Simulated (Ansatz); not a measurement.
One change: `C/C=C\F` becomes `C/C=C/O`.

Ansatz, PBE0-D4/def2-TZVP geometries, multiplicity 1. Each molecule was computed in one conformer, which needn't be the lowest.

```json
{"property": "HOMO–LUMO gap (PBE/def2-TZVPP) / eV", "`C/C=C\\F`": "5.60"}
{"property": "HOMO energy (PBE/def2-TZVPP) / eV", "`C/C=C\\F`": "-6.00"}
{"property": "size of the dipole moment (ωB97M-V/def2-TZVPP) / D", "`C/C=C\\F`": "1.38"}
{"property": "size of the dipole moment (B3LYP/def2-TZVPP) / D", "`C/C=C\\F`": "1.39"}
{"property": "LUMO energy (B3LYP/def2-TZVPP) / eV", "`C/C=C\\F`": "0.37"}
{"property": "HOMO–LUMO gap (ωB97M-V/def2-TZVPP) / eV", "`C/C=C\\F`": "12.29"}
```

Give the same properties after the change, and the shifts. (Best estimate.)

Computed: 
```tsv
property	`C/C=C/O`	shift
HOMO–LUMO gap (PBE/def2-TZVPP) / eV	5.18	-0.42
HOMO energy (PBE/def2-TZVPP) / eV	-5.20	0.80
size of the dipole moment (ωB97M-V/def2-TZVPP) / D	1.17	-0.21
size of the dipole moment (B3LYP/def2-TZVPP) / D	1.17	-0.22
LUMO energy (B3LYP/def2-TZVPP) / eV	0.74	0.37
HOMO–LUMO gap (ωB97M-V/def2-TZVPP) / eV	11.29	-1.00
```

With PBE0 the HOMO rises by 0.83 eV and the LUMO rises by 0.37 eV, so the gap narrows by about 0.46 eV. PBE moves the HOMO by 0.80 eV and ωB97M-V by 0.86 eV. Dipoles are sizes alone; their direction can turn.

B3LYP here is the variant with VWN-RPA as its local correlation; programs differ in this.
